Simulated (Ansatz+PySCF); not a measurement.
A calculation with PySCF 2.14.0.

```python
from pyscf import gto, scf, cc

mol = gto.M(atom="""
F 0.000000 0.000000 0.000000
F 0.000000 0.000000 1.700000
""", basis='6-31g', charge=1, spin=1)
mf = scf.UHF(mol)
mf.kernel()
mycc = cc.CCSD(mf, frozen=2).run()
et = mycc.ccsd_t()
print(mf.e_tot, mycc.e_corr, et, mycc.e_tot + et)
```

The script is written out from the run's settings.

Results

```json
{"Converged": "yes", "Reference energy": "-197.95674 hartree", "CCSD correlation energy": "-0.36166 hartree", "Triples correction": "-0.02000 hartree", "Total energy": "-198.33840 hartree", "Spin squared of the determinant": "0.763"}
```

This is not the lowest solution: another run reaches a determinant 4.82 eV lower. Caution: large amplitudes, a single reference is doubtful; the charge can sit on one fragment and break the point group; another reference gives a lower total.
